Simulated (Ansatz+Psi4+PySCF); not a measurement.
The numbers below are computed, except where a source is named.
Input for PySCF 2.14.0:

```python
from pyscf import gto, scf, mp

mol = gto.M(atom="""
N 0.000000 0.000000 0.129930
H 0.000000 0.000000 -0.909500
""", basis='cc-pvtz', charge=1, spin=1)
mf = scf.UHF(mol)
mf.kernel()
pt = mp.MP2(mf, frozen=1).run()
print(mf.e_tot, pt.e_corr, pt.e_tot)
```

The script is written out from the run's settings.

Results

```json
{"Converged": "yes", "Reference energy": "-54.50997 hartree", "Correlation energy": "-0.11082 hartree", "Total energy": "-54.62079 hartree", "Spin squared of the determinant": "0.757"}
```

Messages of the program:
```
WARN: HOMO -0.19874605471345 >= LUMO -0.19874605471345
WARN: HOMO -0.19874605471345 >= LUMO -0.19874605471345
```

The reference isn't the lowest determinant (another lies 0.23 eV lower), but the same method gives a higher total on the lower determinant. Caution: MP2 on this radical cation hangs on the determinant chosen.
